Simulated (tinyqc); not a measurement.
Worked calculation: Pariser-Parr-Pople SCF with singles CI, for the molecule C=CC=C[CH2-] (SMILES; centres numbered as the heavy atoms are written). One step of it, computed by the program tinyqc.

Task: Iteration 2: Fock matrix. F_rr = H_rr + P_rr gamma_rr / 2 + sum_(s != r) P_ss gamma_rs; F_rs = H_rs - P_rs gamma_rs / 2; E = tr P (H + F) / 2 + core repulsion sum_(r<s) z_r z_s gamma_rs.

P after iteration 1, lower triangle:
```
,1C,2C,3C,4C,5C
1C,1.381506
2C,0.791466,0.941768
3C,-0.332835,0.571626,1.353452
4C,-0.202933,0.047459,0.571626,0.941768
5C,0.275815,-0.202933,-0.332835,0.791466,1.381506
```

core matrix H (eV), lower triangle:
```
,1C,2C,3C,4C,5C
1C,-30.490515
2C,-2.390000,-35.178471
3C,0.000000,-2.390000,-36.747958
4C,0.000000,0.000000,-2.390000,-35.178471
5C,0.000000,0.000000,0.000000,-2.390000,-30.490515
```

repulsion gamma_rs (eV), lower triangle:
```
,1C,2C,3C,4C,5C
1C,11.130000
2C,7.552439,11.130000
3C,5.239019,7.554960,11.130000
4C,3.670370,5.240702,7.554960,11.130000
5C,2.868686,3.670370,5.239019,7.552439,11.130000
```

Centres (angstrom, eV; a flat drawing with bonds scaled to 1.40 angstrom):
```
centre,x,y,core charge z,W,gamma_rr
1C,-2.425000,-0.280000,1,11.160000,11.130000
2C,-1.212000,0.420000,1,11.160000,11.130000
3C,0.000000,-0.280000,1,11.160000,11.130000
4C,1.212000,0.420000,1,11.160000,11.130000
5C,2.425000,-0.280000,1,11.160000,11.130000
```

Give: F; pi energy.

Result:

F (eV), lower triangle:
```
,1C,2C,3C,4C,5C
1C,-1.179
2C,-5.379,0.728
3C,0.872,-4.549,-0.510
4C,0.372,-0.124,-4.549,0.728
5C,-0.396,0.372,0.872,-5.379,-1.179
```

pi energy = -66.345 eV
